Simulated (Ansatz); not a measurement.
H3Si, SMILES [SiH3] (connectivity only; charge and spin as stated), charge +1, multiplicity 1.

Coordinates come from a B3LYP-D3(BJ)/def2-TZVPD optimisation. The spin state was assumed, not searched. The isomer is the one that the SMILES or the coordinates give; other isomers of the formula were not compared.

Two levels are set side by side: PBE/def2-TZVPD (Ansatz, an electronic-structure program) and CAM-B3LYP/def2-TZVPD (Ansatz). Energy differences of separate SCF runs at the same geometry; the states with an electron removed or added have multiplicity 2 and 2. Differences are taken from unrounded values.

```json
[
 {"quantity": "vertical ionisation energy (eV)", "CAM-B3LYP": "20.84"},
 {"quantity": "vertical electron affinity (eV)", "CAM-B3LYP": "7.91"},
 {"quantity": "vertical singlet–triplet gap (eV)", "CAM-B3LYP": "5.22"}
]
```

Q: What does PBE give, and how far is it from CAM-B3LYP? (Estimate from the structure and the level; the computed values follow.)

A: 
```json
[
 {"quantity": "vertical ionisation energy (eV)", "PBE": "20.54", "PBE minus CAM-B3LYP": "-0.30"},
 {"quantity": "vertical electron affinity (eV)", "PBE": "8.02", "PBE minus CAM-B3LYP": "0.11"},
 {"quantity": "vertical singlet–triplet gap (eV)", "PBE": "4.75", "PBE minus CAM-B3LYP": "-0.47"}
]
```
